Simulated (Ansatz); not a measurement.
System: pyrrole, C$_{4}$H$_{5}$N (charge 0, singlet). 
Geometry from a B3LYP-D3(BJ)/def2-TZVP (Ansatz, a quantum-chemistry and plane-wave program) optimisation:
SMILES: c1cc[nH]c1
```xyz
10

H      0.0211    -0.0014     2.1219
N      0.0111    -0.0008     1.1183
C      0.0095     1.1219     0.3315
C     -0.0029    -1.1224     0.3301
C     -0.0058     0.7114    -0.9796
C     -0.0137    -0.7101    -0.9804
H      0.0192     2.1075     0.7635
H     -0.0040    -2.1085     0.7609
H     -0.0109     1.3576    -1.8413
H     -0.0258    -1.3551    -1.8429
```
Charge 0, spin multiplicity 1.

Computed values are from Ansatz. Cores are frozen in the correlated levels unless marked. UHF or UKS for open shells. No spin-orbit coupling. Non-relativistic. CBS(X,Y): correlation extrapolated as X^-3; Hartree-Fock from the larger set. [CCSD(T)-MP2]/basis is that difference in the basis named.

```json
{
 "atomisation energy De": "1069.0 kcal/mol at RI-MP2/CBS(cc-pVTZ,cc-pVQZ)+[CCSD(T)-MP2]/cc-pVTZ",
 "total_energy": "-209.9001 Eh at RI-MP2/CBS(cc-pVTZ,cc-pVQZ)+[CCSD(T)-MP2]/cc-pVTZ",
 "dipole_moment": "1.86 D at CCSD(T)/aug-cc-pVDZ",
 "T1 diagnostic": "0.011 at CCSD/cc-pVTZ",
 "measured enthalpy of formation, 298 K": "25.9 kcal/mol (G2/97 table in ASE (Curtiss et al.); older table, unchecked)",
 "measured_dipole_moment": "1.84 D (NIST CCCBDB, as tabulated in the package chemicals; older table, unchecked)"
}
```
